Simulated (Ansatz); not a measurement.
# BSiNH (quartet): the correlation ladder, def2-TZVPP

The task here is to estimate one member of a computed series from the others.

Computed with Ansatz 0.2.0, Gaussian basis. Level: def2-TZVPP, core rule «outside noble gas», up to 7 orbitals frozen.

The runs, in order: UHF; ROHF; CCSD(T) on UHF.

2 further runs of the same task are left out: 2 set aside as unsound or not needed.

## What is computed

The geometry is a PBE0/def2-TZVP stationary point (not a proven minimum) of the parent state, kept for this charge and spin.

4 atoms, charge 0, spin multiplicity 4.

Atoms are counted from 1 here; the program's logs count them from 0.

Bond lengths: B1–N2 1.259 Å, N2–Si3 1.712 Å, Si3–H4 1.534 Å. Angles: B1–N2–Si3 171.7°, N2–Si3–H4 96.4°.

As a file:

| atom | x (Å) | y (Å) | z (Å) |
| --- | --- | --- | --- |
| B1 | 0.0000 | 0.0161 | 1.9311 |
| N2 | 0.0000 | 0.0746 | 0.6733 |
| Si3 | 0.0000 | -0.0939 | -1.0307 |
| H4 | 0.0000 | 1.4062 | -1.3494 |

Set-up of the first run:

File in.yaml:

```yaml
crystal:
  periodic: [false, false, false]
  atoms:
    - {symbol: B, position_ang: [0.000000, 0.016116, 1.931055]}
    - {symbol: N, position_ang: [0.000000, 0.074561, 0.673291]}
    - {symbol: Si, position_ang: [0.000000, -0.093854, -1.030677]}
    - {symbol: H, position_ang: [0.000000, 1.406192, -1.349441]}
basis:
  gaussian: {orbitals: def2-TZVPP}
magnetization: {spin_polarized: true, initial_magnetization: 3}
hamiltonian: {xc: hf}
output: {orbitals: {seedname: orbitals}}
```

Started as:

```bash
> ansatz run in.yaml --threads 1 --pin off --events-out ev --progress --plain --max-ram 4096MiB --backend cpu
```

Among the steps run: UHF; ROHF; CCSD(T) on UHF.

One table of the session follows, with a row left open; its other results are not shown here.

| method | from UCCSD(T) (meV) |
| --- | --- |
| ROHF | ? |
| UHF | +10116.3 |
| UMP2 | +1105.3 |
| UCCSD | +508.4 |
| UCCSD(T) | 0 |

Estimate the missing values for ROHF.

**Answer.** from UCCSD(T) (meV): +10367.1. In the column «from UCCSD(T) (meV)» it is the highest.
